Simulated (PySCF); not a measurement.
## How methods differ on the ionisation energy of F

F [He] 2s2 2p5 [2p1/2^2 2p3/2^3, M_J = 3/2] → F⁺ [He] 2s2 2p4 [2p1/2^2 2p3/2^2, M_J = 2], as a difference of total energies. Calculation: PySCF 2.14, in x2c-TZVPPall-2c; the two-component X2C-1e Hamiltonian. Correlated levels: 1s2 frozen. "Screened" scales the spin-orbit matrix elements by Boettger's factors to mimic the two-electron term; Breit and QED terms are absent.

```tsv
method	ionisation energy (eV)	error (eV)
GHF (spin-free)	15.647	-1.776
GMP2 (spin-free)	17.195	-0.228
GHF (screened spin-orbit)	15.644	-1.779
GMP2 (screened spin-orbit)	17.192	-0.231
```

Reference: 17.423 eV (measured; NIST Atomic Spectra Database, ionization energies).

Errors of the correlated levels include the incompleteness of this basis and the frozen core.

The labels give the starting determinants; with spin-orbit coupling the two ends relaxed to ⟨J²⟩ = 3.76, ⟨L²⟩ = 2.00, ⟨S²⟩ = 0.75 and ⟨J²⟩ = 6.01, ⟨L²⟩ = 2.00, ⟨S²⟩ = 2.00.
